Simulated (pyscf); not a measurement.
H₃C–SeH (SMILES C[SeH]) + H• (SMILES [H]) -> CH₄ (SMILES C) + SeH• (SMILES [SeH]) (substitution at C; doublet surface; C–Se broken, C–H formed). Optimised with ωB97X-D3(BJ)/def2-SVP in PySCF. MP2 and CC: frozen core, UHF for open shells. ΔMP2 is the change of the MP2 total energy from the triple- to the quadruple-zeta basis. Energies in eV from the separated reactants.

```
level                             barrier  reaction energy
--------------------------------  -------  ---------------
ωB97X-D3(BJ)/def2-TZVP               0.73            -1.72
PBE/def2-TZVP                        0.38            -1.66
B3LYP-D3(BJ)/def2-TZVP                [?]            -1.89
PBE0-D3(BJ)/def2-TZVP                0.52            -1.69
ωB97M-D3(BJ)/def2-TZVP               0.66            -1.87
CCSD(T)/def2-TZVPP                   0.65            -1.80
CCSD(T)/def2-TZVPP + ΔMP2(QZVPP)      [?]              [?]
```

**Question.** Complete the blanks.

**Answer.** 
- B3LYP-D3(BJ)/def2-TZVP, barrier: 0.42
- CCSD(T)/def2-TZVPP + ΔMP2(QZVPP), barrier: 0.64
- CCSD(T)/def2-TZVPP + ΔMP2(QZVPP), reaction energy: -1.78

One saddle was located; it need not be the lowest between these sides. The angle at the attacked C is 180°. The CCSD(T) − MP2 part came from Ansatz, without density fitting, on the same reference. A UHF reference is spin-contaminated (<S²> up to 0.86), which harms MP2 most. The frozen core leaves the outer d or s,p core shells of the metals and heavy elements correlated in the MP2 and CC values, and def2-TZVPP describes them poorly, which can shift differences by a few kcal/mol. Left out: the spin-orbit lowering of SeH, which is large for Br, Se, Te and I. Elements up to Kr have no core potential and no relativistic terms here.
